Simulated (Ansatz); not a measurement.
Relaxation of CH₆AlN (9 atoms, charge 0, multiplicity 1), to a largest force component of 0.03 eV/Å in at most 50 steps.

Method: UKS PBE/def2-SVP (Ansatz).

```xyz
9
Properties=species:S:1:pos:R:3
Al -1.481 -0.416 -1.086
C 0.761 0.555 1.092
N -0.099 -1.086 -1.725
H 0.742 0.002 0.148
H -2.545 0.420 -0.276
H 1.155 -0.100 1.892
H 1.416 1.441 0.991
H -0.254 0.898 1.384
H 0.305 -1.714 -2.420
```

Question: Where does it end, and by what steps?

Answer: The run converged. The force dipped under the threshold on the way, but the program's further checks kept it going. After 25 steps the energy has fallen by 0.063 eV; H5 moved furthest, 1.51 Å.

```csv
step,energy less start (eV),largest force component (eV/Å),accepted
0,0.0000,0.633,yes
1,-0.0373,0.123,yes
2,-0.0431,0.095,yes
3,-0.0191,1.122,no
4,-0.0463,0.055,yes
5,-0.0475,0.143,yes
6,-0.0483,0.072,yes
7,-0.0474,0.261,no
8,-0.0486,0.006,yes
9,-0.0489,0.020,yes
10,-0.0491,0.043,yes
11,-0.0493,0.045,yes
12,-0.0495,0.084,yes
13,-0.0499,0.051,yes
14,-0.0502,0.050,yes
15,-0.0506,0.146,yes
16,-0.0513,0.103,yes
17,-0.0527,0.018,yes
18,-0.0545,0.113,yes
19,-0.0532,0.371,no
20,-0.0553,0.228,yes
21,-0.0572,0.128,yes
22,-0.0581,0.179,yes
23,-0.0594,0.226,yes
24,-0.0616,0.135,yes
25,-0.0634,0.030,yes
```

```xyz
9
Properties=species:S:1:pos:R:3
Al -2.087 -0.650 -1.691
C 1.136 0.620 1.327
N -0.464 -0.972 -1.639
H 0.726 0.128 0.422
H -3.510 -0.087 -1.315
H 1.599 -0.136 1.988
H 1.898 1.368 1.035
H 0.319 1.129 1.874
H 0.383 -1.400 -2.001
```

Whether the end is a true minimum wasn't checked by a vibrational analysis.

The run took 34 s on 2 threads of Arm Neoverse V2, with other jobs on the host, peak memory 0.15 GiB.
